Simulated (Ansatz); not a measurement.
# AlH₃+ (doublet): from Hartree-Fock to the top rungs, aug-cc-pVDZ

The task here is to estimate one member of a computed series from the others.

Method: aug-cc-pVDZ, core rule «outside noble gas», up to 5 orbitals frozen; program: Ansatz 0.2.0, Gaussian basis.

Plan: UHF; CCSD(T) on ROHF; CCSD(T) on UHF; BCCD(T) on ROHF; CISD; CCSDT(Q) on ROHF; CCSDT(Q) on UHF; CISDTQ; CCSDTQ on ROHF; CCSDTQ on UHF; Full CI.

14 further runs of the same task are left out: 7 for a known fault of the program, 1 that didn't finish, 6 set aside as unsound or not needed.

**What is computed**

The geometry is a PBE0/def2-TZVP stationary point (not a proven minimum) of the parent state, kept for this charge and spin.

4 atoms, charge 1, spin multiplicity 2.

Atoms are counted from 1 here; the program's logs count them from 0.

Bond lengths: Al1–H2 1.590 Å, Al1–H3 1.843 Å, Al1–H4 1.843 Å, H3–H4 0.841 Å. Angles: H2–Al1–H3 101.8°, H2–Al1–H4 101.8°, H3–Al1–H4 26.4°, Al1–H3–H4 76.8°, Al1–H4–H3 76.8°.

Set-up of the first run:

in.yaml reads:

```yaml
crystal:
  periodic: [false, false, false]
  atoms:
    - {symbol: Al, position_ang: [0.000000, 0.074413, -0.095633]}
    - {symbol: H, position_ang: [0.000000, -1.372409, -0.753982]}
    - {symbol: H, position_ang: [0.420650, -0.309773, 1.656991]}
    - {symbol: H, position_ang: [-0.420650, -0.309773, 1.656991]}
basis:
  gaussian: {orbitals: aug-cc-pVDZ}
total_charge: 1
magnetization: {spin_polarized: true, initial_magnetization: 1}
hamiltonian: {xc: hf}
output: {orbitals: {seedname: orbitals}}
```

Launch:

```
ansatz run in.yaml --threads 1 --pin off --events-out ev --progress --plain --max-ram 3968MiB --backend cpu
```

Steps of the session up to this table: UHF; CCSD(T) on ROHF; CCSD(T) on UHF; BCCD(T) on ROHF; CISD; CCSDT(Q) on ROHF; CCSDT(Q) on UHF; CISDTQ; CCSDTQ on ROHF; CCSDTQ on UHF; Full CI.

One of the session's tables, all rows but one given; the rest of the session is left out.

| method | from FCI (kcal/mol) |
| --- | --- |
| ROHF | +53.01 |
| UHF | +52.12 |
| RMP2 | +14.24 |
| UMP2 | +13.94 |
| CISD | +2.22 |
| RCCSD | +0.88 |
| UCCSD | +0.82 |
| RCCSD(T) | ? |
| UCCSD(T) | +0.22 |
| BCCD(T) | +0.24 |
| RCCSDT | +0.01 |
| UCCSDT | -0.01 |
| CISDTQ | +0.02 |
| RCCSDT(Q) | 0.00 |
| UCCSDT(Q) | -0.01 |
| RCCSDTQ | 0.00 |
| UCCSDTQ | -0.01 |
| FCI | 0 |

**Question.** Estimate the row for RCCSD(T).

**Answer.** from FCI (kcal/mol): +0.25. In the column «from FCI (kcal/mol)» it lies between BCCD(T) (+0.24) and UCCSD (+0.82).

To keep in mind: Levels on UHF freeze UHF's core orbitals, full CI those of ROHF, so the U rows can settle a little off it for that reason alone. Restricted and unrestricted rows rest on different reference determinants; where their highest levels disagree by more than a few hundredths of an eV, they describe different states and don't form one ladder.
